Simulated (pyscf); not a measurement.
`[F][SiH]([F])[F]` + `[NH3]` → `[FH]` + `[NH2][SiH]([F])[F]`, a four-centre exchange (singlet surface; F–Si, H–N broken, F–H, N–Si formed). Structures and frequencies: ωB97X-D3(BJ)/def2-SVP in PySCF. Energies in eV from the separated reactants.

AM1 to PM7: differences of heats of formation from MOPAC, which are fitted to 298 K values and so differ in kind from electronic energies by zero-point and thermal terms. 

In single points PM7 puts the saddle at 2.23 eV and the reaction energy at +0.86 eV. Should these be trusted to within a few kcal/mol? Compare with ωB97M-D3(BJ)/def2-TZVP.

ωB97M-D3(BJ)/def2-TZVP gives ΔE‡ = 1.09 eV and ΔE = +0.86 eV. PM7 lies 1.14 eV over it in the barrier and 0.01 eV under it in the reaction energy, so on this step it does not hold to within 0.13 eV. ωB97M-D3(BJ)/def2-TZVP has limits of its own. On the reactant side the descent ends in an adduct with a N–Si contact, 0.33 eV under the separated species and 1.39 eV under the saddle at ωB97X-D3(BJ)/def2-TZVP. On the product side the descent ends in a complex, 0.33 eV under the separated species and 0.56 eV under the saddle at ωB97X-D3(BJ)/def2-TZVP. What is counted as formed (N–Si) is already present as a longer contact in the reactant adduct; forming that adduct is a step of its own. This is the saddle that the search found; another between the same sides may lie lower.
